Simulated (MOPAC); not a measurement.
MOPAC input (AM1):

```
AM1 FORCE THERMO(298,298) PRECISE LET CHARGE=1 GEO-OK AUX(PRECISION=9) THREADS=1
C2H4N

C    -0.00958615 1    0.00763866 1   -1.26650093 1
C     0.00127792 1   -0.00101761 1    0.16878904 1
N     0.01004660 1   -0.00800783 1    1.32748880 1
H     0.00660499 1    1.06988252 1   -1.64388189 1
H     0.89587883 1   -0.53650296 1   -1.66030195 1
H    -0.93994716 1   -0.50351514 1   -1.64620862 1
H     0.01752902 1   -0.01397162 1    2.31615027 1
```

Which zero-point energy does it print?

34.78 kcal/mol, from the harmonic wavenumbers of AM1.
